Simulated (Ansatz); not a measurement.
Basis-set extrapolation for `CSSC` (PBE0-D4/def2-TZVP geometry, frozen core, the Gaussian-basis code of Ansatz). Multiplicity 1, RHF reference.

```csv
,def2-TZVPP,def2-QZVPP
HF,-874.347088,-874.373876
MP2 correlation,-0.708557,-0.763777
CCSD(T) correlation,-0.796257,not run
```

Energies in hartree. Use E(X) = E(∞) + A·exp(−7.88·√X) for Hartree–Fock and E(X) = E(∞) + B·X^(−2.97) for correlation, with X = 3 and 4, and add CCSD(T) minus MP2 of the smaller set to the MP2 limit.

Problem. What is the CCSD(T) energy at the basis-set limit?

Solution. HF limit: -874.373876 + (-0.026788) × 0.13774 = -874.37757. MP2 limit: -0.763777 + (-0.055220) × 0.74074 = -0.80468. Higher-order term: -0.796257 − (-0.708557) = -0.08770. Total: -875.26995 hartree, 3.45 eV below CCSD(T)/def2-TZVPP.
